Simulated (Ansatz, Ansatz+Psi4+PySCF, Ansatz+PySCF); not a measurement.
```xyz
4

C     0.0000    0.0000    0.0000
H     1.0773    0.0000    0.0000
H    -0.5387    0.9330    0.0000
H    -0.5387   -0.9330    0.0000
```

Basis set: cc-pVTZ (spherical functions). Left uncorrelated: 1 orbital. Correlation on ROHF uses semicanonical orbitals with singles. Charge 0, multiplicity 2.

Computed with Ansatz (development build ahead of 0.2.0); each method stands on the lowest determinant of its kind that the runs found.

Problem. Give the atomization energy at this shape (free ground-state atoms in the same class of orbitals less the molecule, no zero-point energy) of doublet CH₃ by UHF-CCSD(T), ROHF-MP2.

Solution.

```
     method  atomization energy
UHF-CCSD(T)            13.08 eV
   ROHF-MP2            13.01 eV
```
